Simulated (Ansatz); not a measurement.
# PF3 (SMILES FP(F)F): the vertical ionisation energy from total energies

PF3 has 4 atoms, charge 0, and is taken as a singlet. As SMILES, `FP(F)F`. The coordinates come from a GFN2-xTB relaxation.

Both states at this one shape; open shells run unrestricted unless said. 1 Eh = 27.2114 eV.

```
                              level  program  singlet PF3 (Eh)  doublet [PF3]+ (Eh)
                       BHLYP/STO-3G   Ansatz       -632.589165          -632.282691
                     r2SCAN0/STO-3G   Ansatz       -632.560662          -632.262214
                     wB97M-V/STO-3G   Ansatz       -632.708632          -632.420266
CCSD/STO-3G, 8 core orbitals frozen   Ansatz       -631.125134          -630.859013
```

**Question.** Work out the vertical ionisation energy at each level.

**Answer.** 
1. BHLYP/STO-3G: -632.282691 − (-632.589165) = 0.306474 Eh = 8.34 eV.
2. r2SCAN0/STO-3G: -632.262214 − (-632.560662) = 0.298448 Eh = 8.12 eV.
3. wB97M-V/STO-3G: -632.420266 − (-632.708632) = 0.288366 Eh = 7.85 eV.
4. CCSD/STO-3G: -630.859013 − (-631.125134) = 0.266121 Eh = 7.24 eV.

No measured value is set beside it here; the levels span 7.24 to 8.34 eV. Minimal sets are far from the basis-set limit.
